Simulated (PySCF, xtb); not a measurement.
ethylene (C₂H₄), SMILES C=C.

GFN2-xTB (xtb) at its own geometry gives an orbital gap of 5.68 eV and a dipole moment of 0.00 D.

Coordinates come from a B3LYP-D3(BJ)/def2-TZVP optimisation.

### Question
What does PBE/def2-TZVPD (PySCF) give? (An estimate is asked for; the answer gives what the named calculation found.)

### Answer
gap 5.78 eV (levels -6.78 and -1.00 eV), dipole 0.00 D.
